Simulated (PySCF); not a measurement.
Start geometry of `p12p3p2p31` from GFN2-xTB (Å):
```
atom  x, y, z in Å
P1     1.2435   -0.1993   -0.5204
P2    -0.4720    1.1975   -0.3653
P3    -0.8371   -0.9543   -0.4722
P4     0.1036   -0.0694    1.3248
```

What comes out of this run: PBE0-D3(BJ)/def2-SVP geometry optimisation, gas phase in PySCF?

```
atom  x, y, z in Å
P1     1.2358   -0.2020   -0.5320
P2    -0.4504    1.2046   -0.3817
P3    -0.8273   -0.9632   -0.4557
P4     0.0799   -0.0647    1.3364
```

The energy falls by 0.015 eV over 4 energy and gradient evaluations, the largest force component goes from 0.0074 to 1.8e-04 Eh/bohr, and the atoms move by 0.020 Å rms after alignment. The bond that changes most is P1–P4 (both ends ring phosphorus), which lengthens by 0.029 Å. Bonds longer at the end by more than 0.005 Å: 3 of 6; shorter: 3. The orientation of the end geometry is arbitrary; only internal coordinates are fixed.

The run used 72 basis functions and 24 SCF cycles in all.

No frequency check.
